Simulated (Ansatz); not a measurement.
Total energies of FHSSi, SMILES `F[Si]S`.

Z-matrix (Å, degrees):
```
Si
F 1 1.616
S 1 2.154 2 99.9
H 3 1.346 1 95.0 2 0.0
```

Total charge 0; spin multiplicity 1. Geometry: relaxed with PBE0-D4/def2-TZVP. It is one conformer, not always the lowest. Basis def2-TZVPP, Ansatz.

RPA on PBE orbitals: Hartree–Fock energy of these orbitals -786.56959 Eh, correlation -0.85483 Eh (frozen core).

| functional | energy without D4 (Eh) | D4 term (kJ/mol) |
| --- | --- | --- |
| LDA (SPW92) | -785.09563 | – |
| PBE | -787.84438 | -8.2 |
| revPBE | -788.08932 | -23.4 |
| BLYP | -788.25384 | -18.3 |
| r2SCAN | -788.15824 | -1.7 |
| B97M-V | -788.04339 | – |
| PBE0 | -787.89783 | -6.8 |
| B3LYP | -788.29454 | -13.6 |
| r2SCANh | -788.14825 | -1.8 |
| r2SCAN0 | -788.13413 | -2.1 |
| HSE06 (plane-wave form) | -787.88022 | -6.4 |
| BHLYP | -788.21746 | -11.5 |
| CAM-B3LYP | -788.25047 | -7.0 |
| LC-ωPBE | -787.98347 | – |
| ωB97X-V | -788.10955 | – |
| ωB97M-V | -788.19641 | – |
| B2PLYP | -787.95895 | – |
| PBE-QIDH | -787.71160 | – |

B3LYP takes the VWN-RPA correlation (the form of Gaussian; ORCA's B3LYP/G). HSE06 is the plane-wave form, built on full-range PBE exchange. The double hybrids freeze the cores in their second-order part.

LC-ωPBE has ω = 0.4 bohr⁻¹.
